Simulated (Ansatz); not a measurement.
Cubic perovskite KTaO₃, treated with r²SCAN (plane waves, PAW; Ansatz, an electronic-structure program).

Settings: plane-wave cutoff 600 eV, 6×6×6 k mesh, scalar-relativistic PAW data made under PBE.

Computed at the level's own relaxed cell.

Hill averages of the elastic tensor: K = 209.1 GPa, G = 135.3 GPa. Volume 12.706 Å³/atom, mean atomic mass 53.609 u.

**Question.** Work out the density, the sound velocities of a polycrystal and the elastic Debye temperature at this level.

**Answer.** ρ = 1.66054 × 53.609/12.706 = 7.006 g/cm³. v_l = √[(K + 4G/3)/ρ] = 7.456 km/s and v_t = √(G/ρ) = 4.395 km/s. The mean follows from 3/v_m³ = 1/v_l³ + 2/v_t³: v_m = 4.870 km/s. Θ_D = (ħ/k_B) v_m (6π²/V)^(1/3) = 76.38 K Å s/km × 4.870 × 1.6704 Å⁻¹ = 621 K, counting all atoms of the cell.

Note: the relaxation could not lower the start's symmetry, so the cell can be a saddle point above a distorted one.
